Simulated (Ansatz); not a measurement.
Basis-set extrapolation for `SCC1CO1` (PBE0-D4/def2-TZVP geometry, frozen core, the Gaussian-basis code of Ansatz). Multiplicity 1, RHF reference.

```csv
,def2-TZVPP,def2-QZVPP
HF,-589.526080,-589.546138
MP2 correlation,-0.918522,-0.984975
CCSD(T) correlation,-1.000826,not run
```

Energies in hartree. Use E(X) = E(∞) + A·exp(−7.88·√X) for Hartree–Fock and E(X) = E(∞) + B·X^(−2.97) for correlation, with X = 3 and 4, and add CCSD(T) minus MP2 of the smaller set to the MP2 limit.

Task: What is the CCSD(T) energy at the basis-set limit?

Result: HF limit: -589.546138 + (-0.020058) × 0.13774 = -589.54890. MP2 limit: -0.984975 + (-0.066453) × 0.74074 = -1.03420. Higher-order term: -1.000826 − (-0.918522) = -0.08230. Total: -590.66540 hartree, 363.6 kJ/mol below CCSD(T)/def2-TZVPP.
